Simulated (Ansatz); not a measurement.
# Worked example: the barrier

An elementary step of BSiH5S, singlet (BSiH₅S ([SiH3][BH][SH]) → BHS ([BH][S]) + SiH₄; bonds formed: Si2–H4; bonds broken: B1–Si2, S3–H4). “Start” is the structure reached by relaxing down from the saddle towards the reactants; PBE0-D4/def2-TZVP structures. The saddle:

B1  (-1.059, 0.068, -0.550)
Si2  (0.806, -0.272, 0.511)
S3  (-1.542, 1.497, -1.384)
H4  (-0.156, 0.996, -0.491)
H5  (-1.549, -1.006, -0.345)
H6  (0.321, -0.608, 1.872)
H7  (1.842, 0.791, 0.579)
H8  (1.336, -1.466, -0.191)
(Å)

Computed with Ansatz 0.2.0 (basis: def2-TZVPP and def2-QZVPP); correlated methods freeze the cores.

Energies in eV:

| quantity | saddle | start |
| --- | --- | --- |
| Hartree–Fock, triple zeta (X = 3) | -19428.82499 | -19431.59068 |
| Hartree–Fock, quadruple zeta (X = 4) | -19429.41214 | -19432.16990 |
| MP2 correlation, X = 3 | -11.96692 | -11.14792 |
| MP2 correlation, X = 4 | -12.83242 | -11.99516 |
| CCSD(T) correlation, X = 3 | -13.81272 | -13.11972 |

(1) Work out the barrier at the basis limit: extrapolate Hartree–Fock as E(X) = E∞ + A exp(−7.88 √X) and the MP2 correlation as E(X) = E∞ + B X^−2.97 (the exponents that Neese and Valeev fitted for def2-TZVPP and QZVPP), then add CCSD(T) − MP2 in triple zeta.

No T1 diagnostic of these runs exceeds 0.021.

## Answers

(1) Each step is linear, so take the differences first (saddle − start): Hartree–Fock 2.76569 (X = 3) and 2.75776 (X = 4); MP2 correlation -0.81900 and -0.83726; CCSD(T) correlation -0.69300.
Two points give E∞ = E(4) + w [E(4) − E(3)], with w = 1/(exp(7.88 (2 − √3)) − 1) = 0.1377 for Hartree–Fock and w = 1/((4/3)^2.97 − 1) = 0.7407 for the correlation.
Hartree–Fock: 2.75776 + 0.1377 × (-0.00793) = 2.7567 eV.
MP2 correlation: -0.83726 + 0.7407 × (-0.01826) = -0.8508 eV.
CCSD(T) − MP2: -0.69300 − (-0.81900) = 0.1260 eV.
Sum: 2.7567 + (-0.8508) + 0.1260 = 2.0319 eV, or 46.86 kcal/mol. Plain CCSD(T) in triple zeta gives 2.0727 eV, so the larger basis shifts the result by -0.0408 eV.

Labels in which every atom is bracketed show which atoms are joined, not bond orders.

For scale, one of the runs: CCSD(T)/def2-TZVPP, 185 basis functions, launched by `ansatz run in.yaml --threads 2 --pin off --events-out ev --progress --plain --max-ram 4352MiB`. The run took 18 s on 2 CPU threads of an AMD EPYC 9R14 (shared host), with 1.7 GiB of host memory at its peak.
